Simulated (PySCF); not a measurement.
C₄H₆ClF.
Numbering: `[CH2:1]=[CH:2][C@:3]([CH3:4])([F:5])[Cl:6]` (hydrogens: H7, H8 on C1; H9 on C2; H10, H11, H12 on C4)

The geometry is computed with GFN2-xTB (gas phase).

What internal coordinates does the optimisation give?

```
                  bond  length (Å)   order
                 C1=C2       1.320  double
                 C2–C3       1.495  single
                 C3–C4       1.517  single
                 C3–F5       1.367  single
                C3–Cl6       1.816  single
                 C1–H7       1.077  single
                 C1–H8       1.076  single
                 C2–H9       1.080  single
C4–H10, C4–H11, C4–H12       1.087  single
```

Bonds in one row agree within 0.01 Å and their mean is given. Orders are formal, as drawn. A selection of angles:
```
     angle  degrees
  C2–C1–H7    121.6
  C2–C1–H8    121.4
  H7–C1–H8    117.0
  C1–C2–C3    124.1
  C1–C2–H9    122.1
  C3–C2–H9    113.8
  C2–C3–C4    114.0
  C2–C3–F5    111.1
 C2–C3–Cl6    107.4
  C4–C3–F5    109.1
 C4–C3–Cl6    109.0
 F5–C3–Cl6    106.0
 C3–C4–H10    110.1
H10–C4–H11    109.6
```

Torsions: C1–C2–C3–C4 129° (anticlinal).

Of the pairs four or more bonds apart, F5···H7 is among the closest relative to their van der Waals radii: 2.42 Å, 91 % of the sum of Bondi's values. The 3 C–C bonds span 1.320 Å (C1=C2, drawn double) to 1.517 Å (C3–C4, drawn single), a spread of 0.197 Å.

Point group: C1 (no symmetry element, even within 0.4 Å). No frequency check. The numbers are those of one conformer.
